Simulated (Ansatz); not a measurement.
Relaxation of H7PSi (9 atoms, charge 0, multiplicity 1), to a largest force component of 0.03 eV/Å in at most 50 steps.

The calculation used RKS r2SCANh/6-31G* (Ansatz 0.2.0).

```xyz
9
Properties=species:S:1:pos:R:3:forces:R:3
Si -0.539 -0.039 -0.353 0.57 -0.09 -0.92
H 0.117 -0.034 2.241 1.00 -0.19 -0.71
H 0.744 0.353 0.295 -0.11 -0.01 -0.05
H -0.772 0.892 -1.498 0.02 -0.09 0.09
H -0.373 -1.421 -0.902 0.00 0.12 0.05
P -2.265 0.188 1.000 -0.78 0.07 0.28
H -3.207 -0.194 0.002 0.00 0.01 0.01
H -2.197 -1.113 1.566 -0.01 0.02 0.00
H -0.331 0.056 2.781 -0.71 0.16 1.25
```

**Question.** Where does it end, and by what steps?

**Answer.** It converged. The force dipped under the threshold on the way, but the program's further checks kept it going. After 11 steps the energy has fallen by 0.235 eV; H2 moved furthest, 1.00 Å.

```csv
step,energy less start (eV),largest force component (eV/Å),accepted
0,0.0000,1.249,yes
1,-0.1500,0.198,yes
2,-0.1977,0.142,yes
3,-0.2216,0.058,yes
4,-0.2269,0.137,yes
5,-0.2317,0.187,yes
6,-0.2338,0.010,yes
7,-0.2339,0.059,yes
8,-0.2341,0.070,yes
9,-0.2343,0.045,yes
10,-0.2346,0.011,yes
11,-0.2347,0.027,yes
```

```xyz
9
Properties=species:S:1:pos:R:3
Si -0.649 -0.041 -0.663
H 0.544 -0.032 3.147
H 0.586 0.292 0.095
H -0.794 0.923 -1.785
H -0.510 -1.414 -1.224
P -2.423 0.226 0.713
H -3.352 -0.374 -0.182
H -2.199 -0.981 1.431
H -0.028 0.089 3.601
```

Run time: 34 s on 1 thread of Arm Neoverse V2, with other jobs on the host, peak memory 0.12 GiB.
